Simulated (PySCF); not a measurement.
# H2S, singlet: reading a ladder of total energies

Geometry: MP2(full)/6-31G*, from the G2/97 set.

```csv
atom,x (Å),y (Å),z (Å)
S,0.0000,0.0000,0.0544
H,0.0000,0.9743,-0.8648
H,0.0000,-0.9743,-0.8648
```

Basis 6-31G; PySCF 2.14.0. Only valence electrons are correlated (noble-gas cores frozen), which leaves 8 electrons in 12 orbitals. Prefix R: restricted or restricted open-shell reference.

Full CI is exact within this basis and frozen core; it isn't the basis-set limit.

```tsv
level	total energy (hartree)
RHF	-398.627082
RMP2	-398.685218
RCCSD	-398.700575
RCCSD(T)	-398.701177
RCCSDT	-398.701303
RCCSDT(Q)	-398.701359
full CI	-398.701367
```

Problem. What is the correlation energy at full CI, and what share of it do RMP2 and RCCSD(T) recover?

Solution. E(corr) = -398.701367 − (-398.627082) = -0.074285 hartree = -2.021 eV. RMP2: -0.058136 / -0.074285 = 78.26 %. RCCSD(T): -0.074095 / -0.074285 = 99.74 %.

Problem. By how many kcal/mol does RCCSD(T) miss full CI (1 hartree = 627.509 kcal/mol), and which steps make up the rest?

Solution. -398.701177 − (-398.701367) = 0.000190 hartree = 0.12 kcal/mol. Steps: RCCSDT − RCCSD(T) = -0.08, RCCSDT(Q) − RCCSDT = -0.04, full CI − RCCSDT(Q) = -0.01 kcal/mol. That is within 1 kcal/mol of the reference in this basis, which itself misses far more of the correlation at the basis-set limit.
